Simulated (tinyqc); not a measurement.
Worked calculation: G0W0 on RHF in the sto-3g basis, for BH2+, spin multiplicity 1. One step of it, computed by the program tinyqc.

Problem. G0W0 on Hartree-Fock: HOMO. W(p,q,m) = sqrt2 sum_ia (pq|ia) (X+Y)_ia,m; Sigma_c(x) = sum_(i,m) W^2/(x - e_i + w_m) + sum_(a,m) W^2/(x - e_a - w_m); solve x = e_p + Sigma_c(x) by Newton steps; Z = 1/(1 - dSigma/dx); 1 hartree = 27.211386 eV.

orbital energies (hartree): MO1 -7.914510, MO2 -0.924474, MO3 -0.763840, MO4 -0.235822, MO5 -0.147944, MO6 0.159406, MO7 0.205540

Two-electron integrals over orbitals (pq|rs), unique and non-zero (hartree):
```
(11|11) 2.891861    (21|11) -0.257918   (21|21) 0.036706    (22|11) 0.613402
(22|21) -0.008178   (22|22) 0.464728    (31|11) 0.011792    (31|21) -0.001308
(31|22) 0.001689    (31|31) 0.008649    (32|11) -0.001864   (32|21) 0.000849
(32|22) 0.012986    (32|31) 0.013546    (32|32) 0.131785    (33|11) 0.535716
(33|21) -0.003400   (33|22) 0.446946    (33|31) -0.000913   (33|32) -0.008883
(33|33) 0.462192    (41|11) 0.155533    (41|21) -0.019866   (41|22) 0.013009
(41|31) 0.001062    (41|32) -0.000053   (41|33) 0.006175    (41|41) 0.026393
(42|11) -0.095129   (42|21) 0.006909    (42|22) 0.014158    (42|31) -0.000258
(42|32) 0.001414    (42|33) 0.016861    (42|41) 0.011183    (42|42) 0.072670
(43|11) 0.008753    (43|21) -0.000508   (43|22) 0.003429    (43|31) -0.002597
(43|32) 0.029099    (43|33) -0.002291   (43|41) -0.000552   (43|42) -0.003244
(43|43) 0.037106    (44|11) 0.681277    (44|21) -0.011726   (44|22) 0.430923
(44|31) 0.000312    (44|32) -0.001791   (44|33) 0.411676    (44|41) -0.009439
(44|42) -0.076498   (44|43) 0.005567    (44|44) 0.550891    (51|51) 0.021645
(52|51) 0.022112    (52|52) 0.075403    (53|51) -0.001028   (53|52) -0.002599
(53|53) 0.017817    (54|51) -0.012830   (54|52) -0.035715   (54|53) 0.001936
(54|54) 0.043634    (55|11) 0.742013    (55|21) -0.009510   (55|22) 0.467221
(55|31) 0.000409    (55|32) -0.000685   (55|33) 0.423812    (55|41) 0.005477
(55|42) -0.049605   (55|43) 0.004878    (55|44) 0.495208    (55|55) 0.586773
(61|11) 0.159814    (61|21) -0.024519   (61|22) 0.000503    (61|31) 0.005828
(61|32) 0.006814    (61|33) -0.001122   (61|41) 0.003309    (61|42) -0.013554
(61|43) -0.000823   (61|44) 0.016529    (61|55) 0.004629    (61|61) 0.025902
(62|11) -0.175278   (62|21) 0.005052    (62|22) -0.053442   (62|31) 0.002934
(62|32) 0.000451    (62|33) -0.015908   (62|41) -0.013020   (62|42) 0.003953
(62|43) -0.013811   (62|44) -0.041683   (62|55) -0.091381   (62|61) 0.005233
(62|62) 0.078682    (63|11) 0.093807    (63|21) -0.002474   (63|22) 0.025407
(63|31) -0.001427   (63|32) 0.054841    (63|33) 0.005804    (63|41) 0.000576
(63|42) -0.022799   (63|43) 0.032473    (63|44) 0.038243    (63|55) 0.048375
(63|61) 0.001122    (63|62) -0.042202   (63|63) 0.083078    (64|11) -0.100404
(64|21) 0.000633    (64|22) -0.026672   (64|31) -0.003414   (64|32) -0.028765
(64|33) 0.002128    (64|41) -0.001462   (64|42) 0.020383    (64|43) -0.004059
(64|44) -0.054012   (64|55) -0.050637   (64|61) -0.001369   (64|62) 0.041896
(64|63) -0.037707   (64|64) 0.046751    (65|51) -0.013337   (65|52) -0.041884
(65|53) 0.008186    (65|54) 0.008608    (65|65) 0.034238    (66|11) 0.600715
(66|21) -0.006816   (66|22) 0.456538    (66|31) -0.005512   (66|32) -0.074980
(66|33) 0.460940    (66|41) 0.018061    (66|42) 0.041575    (66|43) -0.033391
(66|44) 0.410309    (66|55) 0.440066    (66|61) -0.008489   (66|62) -0.029935
(66|63) -0.045093   (66|64) 0.007686    (66|66) 0.558338    (71|11) 0.070623
(71|21) -0.011375   (71|22) -0.001456   (71|31) -0.011179   (71|32) -0.016939
(71|33) 0.001231    (71|41) 0.001693    (71|42) -0.005534   (71|43) 0.004093
(71|44) 0.007063    (71|55) 0.002002    (71|61) 0.003523    (71|62) -0.002802
(71|63) 0.002739    (71|64) 0.004639    (71|66) 0.005294    (71|71) 0.020214
(72|11) -0.084394   (72|21) 0.002157    (72|22) -0.022183   (72|31) -0.007733
(72|32) 0.011805    (72|33) -0.007475   (72|41) -0.005391   (72|42) 0.006413
(72|43) 0.033137    (72|44) -0.022787   (72|55) -0.043320   (72|61) -0.003021
(72|62) 0.015006    (72|63) 0.030090    (72|64) 0.016783    (72|66) -0.041714
(72|71) 0.010199    (72|72) 0.063099    (73|11) -0.200282   (73|21) 0.005296
(73|22) -0.036352   (73|31) -0.000355   (73|32) 0.024507    (73|33) -0.021724
(73|41) 0.000363    (73|42) 0.056025    (73|43) 0.007062    (73|44) -0.087714
(73|55) -0.101065   (73|61) -0.005268   (73|62) 0.050284    (73|63) -0.017971
(73|64) 0.037077    (73|66) -0.021076   (73|71) -0.002025   (73|72) 0.044420
(73|73) 0.104066    (74|11) -0.038155   (74|21) 0.000555    (74|22) -0.002823
(74|31) 0.008128    (74|32) 0.068742    (74|33) -0.005794   (74|41) -0.000743
(74|42) 0.006840    (74|43) 0.002365    (74|44) -0.020882   (74|55) -0.018643
(74|61) 0.004821    (74|62) 0.016567    (74|63) 0.029761    (74|64) -0.008242
(74|66) -0.043465   (74|71) -0.010522   (74|72) 0.012892    (74|73) 0.032702
(74|74) 0.058160    (75|51) -0.005911   (75|52) -0.019131   (75|53) -0.014220
(75|54) 0.004242    (75|65) 0.007098    (75|75) 0.021328    (76|11) -0.003460
(76|21) 0.000709    (76|22) 0.014629    (76|31) 0.005822    (76|32) 0.074694
(76|33) -0.007747   (76|41) 0.005784    (76|42) 0.019056    (76|43) 0.030621
(76|44) -0.013813   (76|55) 0.000068    (76|61) -0.001083   (76|62) -0.018219
(76|63) 0.043793    (76|64) -0.020465   (76|66) -0.041903   (76|71) -0.008926
(76|72) 0.022995    (76|73) 0.031056    (76|74) 0.037108    (76|76) 0.066679
(77|11) 0.617795    (77|21) -0.007519   (77|22) 0.460055    (77|31) 0.006538
(77|32) 0.079161    (77|33) 0.455462    (77|41) 0.007161    (77|42) 0.006979
(77|43) 0.032531    (77|44) 0.437191    (77|55) 0.445752    (77|61) 0.005941
(77|62) -0.027439   (77|63) 0.062306    (77|64) -0.022058   (77|66) 0.413070
(77|71) -0.006451   (77|72) 0.018134    (77|73) -0.005921   (77|74) 0.039054
(77|76) 0.055030    (77|77) 0.543682
```

excitation energies w (hartree): 0.582539  0.650459  0.786390  0.914630  1.024533  1.098673  1.262082  1.342886  7.731199  7.809787  8.124301  8.161799

X + Y:
```
             1         2          3          4          5          6          7          8
1>4   0.000184  0.000000  -0.004677   0.000000   0.000660  -0.005671  -0.001375   0.004604
1>5   0.000000  0.000299   0.000000  -0.010528   0.000000   0.000000   0.000000   0.000000
1>6   0.000257  0.000000   0.005030   0.000000  -0.001227   0.004303   0.001866   0.001228
1>7  -0.001153  0.000000   0.002068   0.000000   0.001157   0.001973  -0.004902  -0.001016
2>4   0.020527  0.000000   0.897083   0.000000  -0.039181   0.199788  -0.025453   0.083236
2>5   0.000000  0.018917   0.000000   0.921273   0.000000   0.000000   0.000000   0.000000
2>6   0.040487  0.000000   0.074621   0.000000   0.255107  -0.540830  -0.489197   0.537847
2>7  -0.100616  0.000000   0.009618   0.000000  -0.362981  -0.250395   0.675995   0.505711
3>4   0.944597  0.000000  -0.011631   0.000000   0.039551  -0.003320   0.070538   0.013352
3>5   0.000000  0.972923   0.000000  -0.014207   0.000000   0.000000   0.000000   0.000000
3>6  -0.117061  0.000000   0.127559   0.000000   0.817019  -0.147823   0.378854  -0.099953
3>7  -0.028940  0.000000  -0.278356   0.000000   0.262733   0.698411  -0.035839   0.472422

             9         10         11         12
1>4   0.996429   0.000000   0.014312   0.010246
1>5   0.000000   0.997223   0.000000   0.000000
1>6  -0.016830   0.000000   0.978267   0.190653
1>7  -0.007729   0.000000  -0.191781   0.978883
2>4   0.000532   0.000000  -0.000508  -0.000330
2>5   0.000000   0.001139   0.000000   0.000000
2>6  -0.000971   0.000000   0.000366  -0.000126
2>7  -0.000420   0.000000  -0.000351   0.000650
3>4  -0.000020   0.000000  -0.000052   0.000123
3>5   0.000000  -0.000042   0.000000   0.000000
3>6   0.000035   0.000000   0.000032   0.000166
3>7   0.000028   0.000000  -0.000287  -0.000177
```

Give: The 12 largest terms at x = e_p; Newton steps; quasiparticle energy of the HOMO; Hartree-Fock value.

Solution.

The 12 largest terms at x = e_p (hartree; W for the signs of X + Y given):
```
q  m        W     term
7  8   0.1488  -0.0096
6  7   0.1074  -0.0053
2  5   0.0681   0.0039
7  6   0.0681  -0.0022
4  7   0.0621  -0.0022
6  5   0.0617  -0.0020
4  1   0.0383  -0.0013
2  7   0.0421   0.0012
3  3   0.0292   0.0011
2  1   0.0272   0.0010
3  8  -0.0308   0.0007
7  3   0.0326  -0.0006
```

Newton steps (hartree):
```
step        x  Sigma_c(x)       Z
0     -0.7638     -0.0169  0.9800
1     -0.7804     -0.0166  0.9800
2     -0.7804     -0.0166  0.9800
```

quasiparticle energy of the HOMO = -21.2359 eV

Hartree-Fock value = -20.7851 eV
